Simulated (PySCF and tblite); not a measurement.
Molecule: C5H9F, numbered as in [F:1][CH:2]1[CH2:3][CH2:4][CH2:5][CH2:6]1; H named by carrier, a and b as here (phase angle P 288°, Å):

```
F1      -2.389    0.158    0.660
C2      -1.243    0.109   -0.106
C3      -0.269    1.220    0.272
C4       1.067    0.711   -0.265
C5       1.004   -0.824   -0.149
C6      -0.460   -1.178    0.151
H2      -1.575    0.193   -1.147
H3a     -0.247    1.301    1.360
H3b     -0.552    2.186   -0.141
H4a      1.175    1.003   -1.311
H4b      1.908    1.128    0.286
H5a      1.337   -1.291   -1.076
H5b      1.654   -1.182    0.648
H6a     -0.824   -2.005   -0.456
H6b     -0.589   -1.447    1.200
```

The ring 2–3–4–5–6 is held at Altona–Sundaralingam phase angles P (ν_j = ν_max cos(P + 144°(j − 2)), ν_j about the bond from ring atom j to j + 1, counted from 0) and the rest relaxed at GFN2-xTB. Energies: BHandHLYP/pcSseg-1 + D3(BJ). Couplings: B3LYP/6-31G* with H pcJ-1 F pcJ-1, gas phase, for ¹H, ¹⁹F. (tblite 0.8, PySCF 2.14.)

One held structure gave ³J(F1,H3b) = 7.2, ³J(F1,H6a) = 28.0, ³J(F1,H6b) = 29.6, ³J(F1,H3a) = 38.8, ³J(H5a,H6b) = 0.2, ³J(H3b,H4b) = 0.2, ³J(H3a,H4a) = 13.1, ³J(H4a,H5b) = 13.2 Hz. Computed couplings to fluorine can be off by tens of per cent at such levels.

At which phase angle P was it held?
A. 72°
B. 144°
C. 288°
D. 216°
E. 0°

E. It lies 0.75 kcal/mol above the lowest point.
